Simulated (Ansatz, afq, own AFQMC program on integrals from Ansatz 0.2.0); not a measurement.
C₂H₅, doublet: AFQMC among the cluster methods

```tsv
atom	x (Å)	y (Å)	z (Å)
C	0.0000	-0.0041	0.7102
C	0.0000	0.0010	-0.7689
H	0.0000	-1.0167	1.1165
H	0.8752	0.5176	1.1197
H	-0.8752	0.5176	1.1197
H	0.0000	-0.9170	-1.3407
H	0.0000	0.9353	-1.3164
```

Basis 6-31G. Only valence electrons are correlated. Ansatz 0.2.0 and our own AFQMC program on the same integrals; the CISD trial comes from CCSD amplitudes, and released means the phaseless constraint is let go. Free AFQMC starts from the CCSD state and is never constrained. Its projection time is finite, and what remains of the start isn't in its error. Error bars are statistical, one sigma.

Determinant: UHF, the one that the program's search chose, which needn't be the lowest solution. The geometry is a point of a scan.

No full CI on the walks' own integrals is used here; CCSDT(Q) serves as the reference and is uncertain by about the last step of the cluster series.

```
T1 diagnostic                               : 0.0073
weight of the determinant in the CISD state : 0.914
⟨S²⟩ of the determinant                     : 0.764
size of the correlated space                : 13 electrons in 26 orbitals
```

| level | correlation energy (eV) |
| --- | --- |
| MP2 | -4.4584 |
| CCSD | -5.2926 |
| CCSD(T) | -5.3838 |

Estimate where phaseless AFQMC with the Hartree–Fock trial lies against CCSD(T) on the same integrals.

6.8 ± 5.1 kJ/mol below CCSD(T). The gap is under twice the noise, so this walk alone can't tell the two apart.

Reference: CCSDT(Q), correlation energy -5.401 eV. The released energy is read at 2.40 1/Eh (meV from the phaseless value at times in 1/Eh: -18 ± 10 at 0.24, -13 ± 9 at 0.51, -21 ± 9 at 0.99, -25 ± 10 at 1.62, -14 ± 13 at 2.40).

| level | E − E(reference) (kJ/mol) | share of correlation (%) |
| --- | --- | --- |
| CCSD(T) | 1.7 | 99.68 |
| CCSDT | 0.5 | 99.90 |
| ph-AFQMC/HF | -5.1 ± 5.1 | 100.98 |
| ph-AFQMC/CISD | 1.8 ± 0.8 | 99.66 |
| released AFQMC | 0.4 ± 1.2 | 99.92 |
| free AFQMC | -0.9 ± 1.0 | 100.16 |

Free projections are given only where their last times agree within the noise and don't stop above the reference; a slow remainder of the start can still hide under it. A walk keeps the symmetry of its determinant, which the program's search chose and which needn't be the lowest solution, so a lower state of the same spin and another symmetry isn't excluded. Released energies are given only where the last usable release times agree within the noise; a slower fall can still hide under it.
